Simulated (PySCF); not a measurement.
Isomers of C3H3N. Theory: PBE0-D3(BJ)/def2-SVP geometry optimisation, gas phase in PySCF 2.14.0. One conformer each; no zero-point energy, no entropy. No frequencies were run at this level. Point groups hold within 0.08 Å.

Task: Order them by energy at this level, lowest first, and give relative energies in kJ/mol.
A. Z-propargylimine, `C(/C#C)=N/[H]`
B. `N(/[H])=C\C#C` (E-propargylimine)

Result: A (0.0), B (4.3).

Neighbours under 10 kJ/mol apart ([H]/N=C\C#C and [H]/N=C/C#C) can change places with a better method, another conformer or zero-point energy. [H]/N=C\C#C and [H]/N=C/C#C are stereoisomers, 4.3 kJ/mol apart in the conformers taken.

| SMILES | E (Eh) | E rel (kJ/mol) | dipole (D) | point group | A, B, C (MHz) |
| --- | --- | --- | --- | --- | --- |
| [H]/N=C\C#C | -170.44361 | 0.0 | 2.21 | Cs | 55327, 4838, 4449 |
| [H]/N=C/C#C | -170.44197 | 4.3 | 1.88 | Cs | 64380, 4731, 4407 |

Task: How do the relative energies change in single points at PBE0/pcSseg-1 (no added dispersion term) on the same geometries?

Result: 
```
     SMILES  PBE0-D3(BJ)/def2-SVP (kJ/mol)  PBE0/pcSseg-1 (kJ/mol)  shift
[H]/N=C\C#C                            0.0                     0.0    0.0
[H]/N=C/C#C                            4.3                     5.1   +0.8
```

Each column counts from its own lowest isomer. The order is unchanged; the largest shift is 0.8 kJ/mol.
